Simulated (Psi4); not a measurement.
# MP2/cc-pVTZ run of BOF (fluoro(oxo)borane)

What is the vertical singlet–triplet gap of BOF (fluoro(oxo)borane) at MP2/cc-pVTZ? 

The calculation is run with Psi4 1.11.

### 1 The structure to begin with

BOF has 3 atoms, charge 0, and is taken as a singlet. SMILES: `O=BF`. Geometry: relaxed at PBE0-D4/def2-TZVP.

Bond lengths: O1–B2 1.206 Å, B2–F3 1.282 Å. Angles: O1–B2–F3 180.0°.

### 2 A single-point energy at MP2/cc-pVTZ

File job.inp:

```
memory 1.6 GB

molecule mol {
  0 1
  O      1.85778975    -1.06788423     0.90687957
  B      0.03836144    -0.02192082     0.01870829
  F     -1.89615119     1.08999403    -0.92558786
  units au
  symmetry c1
}

set {
  basis           cc-pVTZ
  puream          true
  e_convergence   1e-09
  d_convergence   1e-08
  scf_type        pk
  num_frozen_docc 3
  mp2_type        conv
}

energy('mp2')
print_variables()
```

The run is started by

```sh
psi4 -n 1 job.inp job.out
```

job.out:

```text
[...]
  Running in c1 symmetry.
[...]
  Nuclear repulsion =   51.438950188684615
[...]
  Multiplicity = 1
[...]
  Nalpha       = 11
  Nbeta        = 11
[...]
    Number of basis functions: 90
[...]
   @RHF iter   1:  -199.02472867477448   -9.73596e-01   6.67204e-03 DIIS/ADIIS
[...]
   @RHF iter  11:  -199.15555154072038   -1.93268e-12   3.25824e-09 DIIS
[...]
    Orbital Energies [Eh]
    ---------------------
    Doubly Occupied:
       1A    -26.393024     2A    -20.562470     3A     -7.715139
       4A     -1.706641     5A     -1.336577     6A     -0.852759
       7A     -0.765905     8A     -0.765905     9A     -0.632992
      10A     -0.523165    11A     -0.523165
[...]
  @RHF Final Energy:  -199.15555154072038
   => Energetics <=
    Nuclear Repulsion Energy =             51.4389501886846148
    One-Electron Energy =                -377.6335146920093848
    Two-Electron Energy =                 127.0390129626044029
    Total Energy =                       -199.1555515407203814
[...]
 Multipole Moments:
 ------------------------------------------------------------------------------------
     Multipole            Electronic (a.u.)      Nuclear  (a.u.)        Total (a.u.)
 ------------------------------------------------------------------------------------
 L = 1.  Multiply by 2.5417464519 to convert [e a0] to [Debye]
 Dipole X            :          0.0000338            0.0000155            0.0000493
 Dipole Y            :         -0.0000018           -0.0000008           -0.0000027
 Dipole Z            :         -1.9456461            1.0067641           -0.9388820
 Magnitude           :                                                    0.9388820
[...]
	SCS-MP2 Total Energy (a.u.)        :  -199.70960225108701
	SOS-MP2 Total Energy (a.u.)        :  -199.70134863606316
	SCSN-MP2 Total Energy (a.u.)       :  -199.42080821753947
[...]
	SOS-PI-MP2 Total Energy (a.u.)     :  -199.74333302801261
[...]
	MP2 Total Energy (a.u.)            :  -199.72610948113476
[...]
```

Run time: 6 s. Hardware: 1 thread of AMD EPYC 7R43 (Zen 3), shared host; peak memory 0.47 GiB.

### 3 The triplet

File run.py:

```python
import numpy as np
from ase.calculators.psi4 import Psi4
from ase import Atoms

atoms = Atoms(['O', 'B', 'F'], positions=[
    [0.983100, -0.565100, 0.479900],
    [0.020300, -0.011600, 0.009900],
    [-1.003400, 0.576800, -0.489800],
])
calc = Psi4(atoms=atoms, method='mp2', basis='cc-pVTZ', memory='1600MB', num_threads=1, charge=0, multiplicity=3, label='psi4-calc', reference='uhf')
calc.psi4.set_options({'puream': True, 'e_convergence': 1e-09, 'd_convergence': 1e-08, 'scf_type': 'pk', 'num_frozen_docc': 3, 'mp2_type': 'conv', 'maxiter': 100})
atoms.calc = calc

print(f'energy: {atoms.get_potential_energy():.6f} eV')
```

The run is started by

```sh
python run.py
```

psi4-calc.dat:

```text
[...]
  Running in c1 symmetry.
[...]
  Nuclear repulsion =   51.438950129702292
[...]
  Multiplicity = 3
[...]
  Nalpha       = 12
  Nbeta        = 10
[...]
    Number of basis functions: 90
[...]
   @UHF iter   1:  -198.84883207916334   -7.97699e-01   3.55043e-03 ADIIS/DIIS
[...]
   @UHF iter  18:  -198.90012669529921   -4.77485e-12   8.15051e-09 DIIS
[...]
   @S^2 Observed:                2.005811865E+00
[...]
    Orbital Energies [Eh]
    ---------------------
    Alpha Occupied:
       1A    -26.374498     2A    -20.740674     3A     -7.796113
       4A     -1.701876     5A     -1.565632     6A     -0.854151
       7A     -0.811701     8A     -0.803948     9A     -0.755537
      10A     -0.721189    11A     -0.677619    12A     -0.187681
    Alpha Virtual:
      13A      0.085490    14A      0.104244    15A      0.212155
      16A      0.276390    17A      0.287261    18A      0.362212
      19A      0.473790    20A      0.473867    21A      0.688324
      22A      0.732181    23A      0.760215    24A      0.769815
      25A      0.805846    26A      0.819803    27A      1.048489
[...]
  @UHF Final Energy:  -198.90012669529921
   => Energetics <=
    Nuclear Repulsion Energy =             51.4389501297022917
    One-Electron Energy =                -376.0668440303762736
    Two-Electron Energy =                 125.7277672053747750
    Total Energy =                       -198.9001266952992069
  UHF NO Occupations:
  HONO-2 :   10  A 1.9983684
  HONO-1 :   11  A 1.0000000
[...]
 Multipole Moments:
 ------------------------------------------------------------------------------------
     Multipole            Electronic (a.u.)      Nuclear  (a.u.)        Total (a.u.)
 ------------------------------------------------------------------------------------
 L = 1.  Multiply by 2.5417464519 to convert [e a0] to [Debye]
 Dipole X            :         -0.5734286            0.8038022            0.2303736
 Dipole Y            :          0.3329129           -0.4620765           -0.1291636
 Dipole Z            :         -0.2807603            0.3923790            0.1116187
 Magnitude           :                                                    0.2867297
[...]
	SCS-MP2 Total Energy (a.u.)        :  -199.40136418181510
	SOS-MP2 Total Energy (a.u.)        :  -199.35519424000356
	SCSN-MP2 Total Energy (a.u.)       :  -199.14390398806418
[...]
	SOS-PI-MP2 Total Energy (a.u.)     :  -199.43103883078760
[...]
	MP2 Total Energy (a.u.)            :  -199.41785947465414
[...]
```

Standard output:

```text
energy: -5426.436354 eV
```

Run time: 8.1 s. Hardware: 1 thread of AMD EPYC 7R43 (Zen 3), shared host; peak memory 0.49 GiB.

### 4 Outcome

At MP2/cc-pVTZ, 3 core orbitals frozen:

```
                                                           quantity          value
                                              singlet: total energy  -199.72611 Eh
                       singlet: HOMO energy (Hartree–Fock orbitals)      -14.24 eV
                       singlet: LUMO energy (Hartree–Fock orbitals)        2.98 eV
                     singlet: HOMO–LUMO gap (Hartree–Fock orbitals)       17.21 eV
               singlet: correlation energy (3 core orbitals frozen)     -570.6 mEh
                                              triplet: total energy  -199.41786 Eh
triplet: HOMO energy (Hartree–Fock orbitals) (highest over α and β)       -5.11 eV
 triplet: LUMO energy (Hartree–Fock orbitals) (lowest over α and β)       -1.98 eV
               triplet: correlation energy (3 core orbitals frozen)     -517.7 mEh
                         triplet: ⟨S²⟩ of the reference determinant          2.006
                   vertical energy of the triplet above the singlet       8.388 eV
```

**Reading.** At this shape the triplet lies 8.39 eV (809 kJ/mol) above the singlet.
